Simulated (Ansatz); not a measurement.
CH$_{5}$AlO at its PBE0-D4/def2-TZVP geometry, where that method's forces vanish. Total charge 0; spin multiplicity 1. The bonds changed during the relaxation, so this is another structure than the one it started from.

```json
{"atom": "O1", "x (Å)": "-0.2906", "y (Å)": "-0.0532", "z (Å)": "-1.0411"}
{"atom": "C2", "x (Å)": "-0.8577", "y (Å)": "-0.2630", "z (Å)": "0.3519"}
{"atom": "Al3", "x (Å)": "0.9005", "y (Å)": "0.5678", "z (Å)": "0.3927"}
{"atom": "H4", "x (Å)": "-0.1469", "y (Å)": "-0.8923", "z (Å)": "-1.4868"}
{"atom": "H5", "x (Å)": "-0.9837", "y (Å)": "-1.3287", "z (Å)": "0.5351"}
{"atom": "H6", "x (Å)": "-1.8136", "y (Å)": "0.2533", "z (Å)": "0.3824"}
{"atom": "H7", "x (Å)": "2.1347", "y (Å)": "-0.4268", "z (Å)": "0.4973"}
{"atom": "H8", "x (Å)": "1.0573", "y (Å)": "2.1429", "z (Å)": "0.3686"}
```

(1) For each bond, give half the difference of the two atoms' forces along it (eV/Å; positive pushes the atoms apart) under PBE-D4, r2SCAN-D4, B3LYP-D4, ωB97M-V in def2-TZVPP. (Estimate.)

Answers

(1) Ansatz gave: 
```tsv
bond	length (Å)	PBE-D4	r2SCAN-D4	B3LYP-D4	ωB97M-V
O1–C2	1.519	0.32	0.38	0.40	0.27
O1–Al3	1.965	0.20	0.06	0.18	0.12
O1–H4	0.961	0.34	-0.02	-0.08	-0.13
C2–Al3	1.945	0.16	0.09	0.23	0.17
C2–H5	1.089	0.05	-0.08	-0.12	-0.10
C2–H6	1.087	0.08	-0.06	-0.14	-0.12
Al3–H7	1.588	0.00	-0.03	-0.09	-0.11
Al3–H8	1.583	0.00	-0.02	-0.11	-0.13
```

B3LYP here is the variant with VWN-RPA as its local correlation; programs differ in this.
